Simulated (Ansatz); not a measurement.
# BH2O+ (singlet): the correlation ladder, cc-pVDZ

An exercise on one series of results from a longer session: the logs are not shown, and one member is left open.

Method: cc-pVDZ, core rule «outside noble gas», up to 2 orbitals frozen; program: Ansatz 0.2.0, Gaussian basis.

Plan: UHF; CCSD(T) on RHF; BCCD(T) on RHF; CISD; CCSDT(Q) on RHF.

27 further runs of the same task are left out: 15 for a known fault of the program, 4 that didn't finish, 8 set aside as unsound or not needed. Runs told in other sessions of the task aren't counted.

## The system

The geometry is a PBE0/def2-TZVP stationary point (not a proven minimum) of the parent state, kept for this charge and spin.

4 atoms, charge 1, spin multiplicity 1.

Atoms are counted from 1 here; the program's logs count them from 0.

Bond lengths: B1–O2 1.333 Å, B1–H3 1.201 Å, O2–H4 0.961 Å. Angles: O2–B1–H3 121.0°, B1–O2–H4 114.7°.

Set-up of the first run:

File in.yaml:

```yaml
crystal:
  periodic: [false, false, false]
  atoms:
    - {symbol: B, position_ang: [0.000000, -0.238444, 0.741561]}
    - {symbol: O, position_ang: [0.000000, 0.160716, -0.530327]}
    - {symbol: H, position_ang: [0.000000, 0.558957, 1.639208]}
    - {symbol: H, position_ang: [0.000000, -0.552553, -1.174989]}
basis:
  gaussian: {orbitals: cc-pVDZ}
total_charge: 1
magnetization: {spin_polarized: true, initial_magnetization: 0}
hamiltonian: {xc: hf}
output: {orbitals: {seedname: orbitals}}
```

Command:

```bash
$ ansatz run in.yaml --threads 1 --pin off --events-out ev --progress --plain --max-ram 2393MiB
```

Steps of the session up to this table: UHF; CCSD(T) on RHF; BCCD(T) on RHF; CISD; CCSDT(Q) on RHF.

One of the session's tables, all rows but one given; the rest of the session is left out.

| method | from RCCSDT(Q) (meV) |
| --- | --- |
| RHF | +7684.7 |
| RMP2 | ? |
| CISD | +735.7 |
| RCCSD | +268.4 |
| RCCSD(T) | +39.8 |
| BCCD(T) | +38.0 |
| RCCSDT | +23.2 |
| RCCSDT(Q) | 0 |

Estimate the missing values for RMP2.

The run gave: from RCCSDT(Q) (meV): +645.0. In the column «from RCCSDT(Q) (meV)» it lies between RCCSD (+268.4) and CISD (+735.7).
